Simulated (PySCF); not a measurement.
From results back to the method.

Species: CuCl (singlet state).
SMILES: `[Cl][Cu]`

The closed-shell ground state was solved 7 times with PySCF (density fitting, gas phase), always in the def2-SVPD basis (61 functions), with these functionals: B3LYP, CAM-B3LYP, HF, LC-wPBE, LDA, PBE0 and wB97X-D. Isolated species at its PBE0-D3(BJ)/def2-SVP geometry, gas phase.

| row | total energy (Eh) | HOMO (eV) | LUMO (eV) | dipole (D) |
| --- | --- | --- | --- | --- |
| P | -2098.1187 | -10.50 | -0.40 | 6.78 |
| Q | -2100.4964 | -8.78 | -2.15 | 5.74 |
| R | -2100.0404 | -10.00 | -0.88 | 6.10 |
| S | -2100.4266 | -9.25 | -1.15 | 5.83 |
| T | -2099.9869 | -7.35 | -2.88 | 5.69 |
| U | -2096.1350 | -6.03 | -3.99 | 4.95 |
| V | -2100.4438 | -7.15 | -3.30 | 5.44 |

Task: Which functional belongs to which row?

Result: P = HF, Q = CAM-B3LYP, R = LC-wPBE, S = wB97X-D, T = PBE0, U = LDA, V = B3LYP. By rising HOMO–LUMO gap: LDA (LDA) 2.04 eV; B3LYP (global hybrid, 20 % exact exchange) 3.85 eV; PBE0 (global hybrid, 25 % exact exchange) 4.47 eV; CAM-B3LYP (range-separated hybrid) 6.63 eV; wB97X-D (range-separated hybrid) 8.10 eV; LC-wPBE (range-separated hybrid) 9.12 eV; HF (all exact exchange) 10.10 eV. Total energies of different functionals aren't bounds to one another; each is stationary for its own functional.

wB97X-D is run here without its empirical dispersion term; that term would change no orbital, density or response property at a fixed geometry.
